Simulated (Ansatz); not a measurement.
**NHO (triplet): the correlation ladder, def2-QZVPP**

One table from this session's results is given with a row withheld; the runs are named, their logs left out.

Program: Ansatz 0.2.0, Gaussian basis. Level of theory: def2-QZVPP, core rule «outside noble gas», up to 2 orbitals frozen. These are calculated values, not measurements.

The runs, in order: UHF; ROHF; CCSD(T) on UHF.

2 further runs of the same task are left out: 2 set aside as unsound or not needed.

## What is computed

The geometry is a PBE0/def2-TZVP stationary point (not a proven minimum).

3 atoms, charge 0, spin multiplicity 3.

Atoms are counted from 1 here; the program's logs count them from 0.

Bond lengths: N1–O2 1.213 Å, N1–H3 1.028 Å. Angles: O2–N1–H3 120.0°.

Geometry (Å):

```
N     0.0000   -0.1231    0.5972
O     0.0000    0.0652   -0.6011
H     0.0000    0.6766    1.2433
```

Set-up of the first run:

in.yaml reads:

```yaml
crystal:
  periodic: [false, false, false]
  atoms:
    - {symbol: N, position_ang: [0.000000, -0.123149, 0.597204]}
    - {symbol: O, position_ang: [0.000000, 0.065186, -0.601149]}
    - {symbol: H, position_ang: [0.000000, 0.676603, 1.243294]}
basis:
  gaussian: {orbitals: "def2-QZVPP.json"}
magnetization: {spin_polarized: true, initial_magnetization: 2}
hamiltonian: {xc: hf}
output: {orbitals: {seedname: orbitals}}
```

On the command line:

```bash
> ansatz run in.yaml --threads 1 --pin off --events-out ev --progress --plain --max-ram 2393MiB
```

Among the steps run: UHF; ROHF; CCSD(T) on UHF.

One table of the session follows, with a row left open; its other results are not shown here.

| method | from UCCSD(T) (kJ/mol) |
| --- | --- |
| ROHF | +1241.8 |
| UHF | +1196.9 |
| UMP2 | +81.5 |
| UCCSD | ? |
| UCCSD(T) | 0 |

Q: Estimate the row for UCCSD from the others.

The run gave: from UCCSD(T) (kJ/mol): +49.1. In the column «from UCCSD(T) (kJ/mol)» it lies between UCCSD(T) (0) and UMP2 (+81.5).
